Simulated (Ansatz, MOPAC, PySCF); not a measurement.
**How well does each level of theory give the band gap of zinc-blende AlN (metastable phase)?**

Reference value: 5.34 eV (measured, temperature not stated, no zero-point or thermal correction; as tabulated in Deguchi et al. (2016), arXiv:1512.06930).

Q: What do AM1 semi-empirical Hartree-Fock (MOPAC), LDA, PBE, r²SCANh, G0W0@PBE0 give, and how far is each from the reference?

A: 
| level (code) | value (eV) | cell (Å³/atom) | difference (eV) |
|---|---|---|---|
| AM1 semi-empirical Hartree-Fock (MOPAC) | 9.03 | 8.93 | +3.69 |
| LDA (Ansatz) | 3.24 (indirect) | 10.50 | -2.10 |
| PBE (Ansatz) | 3.32 (indirect) | 10.50 | -2.02 |
| r²SCANh (Ansatz) | 4.63 (indirect) | 10.50 | -0.71 |
| G0W0@PBE0 (PySCF) | 5.79 ± 0.2 | 10.50 | +0.45 |

Leaving aside AM1 semi-empirical Hartree-Fock (MOPAC) (doubt noted below): Once the reference is moved by up to 0.37 eV (a margin picked here for doubts on the reference and the settings, and for temperature and zero-point motion) and values within 0.03 eV count as equal, the nearest can be G0W0@PBE0 (+0.45 eV) or r²SCANh (-0.71 eV). Among them LDA (-2.10 eV) misses by most.

Density-functional gaps are differences of (generalised) Kohn–Sham levels of a static lattice; semilocal ones lie below quasiparticle gaps as a rule. Measured gaps hold zero-point and thermal shifts unless a correction is named.  A ± on a computed value is a rough bar: the spread of its extrapolation, a floor set from checks against published values, or a statistical error. AM1 semi-empirical Hartree-Fock (MOPAC): the gap is read on the k mesh or supercell of the run alone and can be too large. AM1 semi-empirical Hartree-Fock (MOPAC): the method was fitted mainly to molecules. AM1 semi-empirical Hartree-Fock (MOPAC): gaps of these semi-empirical methods are Hartree–Fock-like level differences, and their formation enthalpies are fitted 298 K values. Values are at the measured cell; AM1 semi-empirical Hartree-Fock (MOPAC) at the level's own equilibrium cell. K meshes differ between the levels. Ansatz's density-functional and Hartree–Fock values are scalar-relativistic unless marked +SOC, with PAW data made under PBE.

Differences are worked out from the printed values.

Ansatz is a quantum-chemistry and plane-wave program.
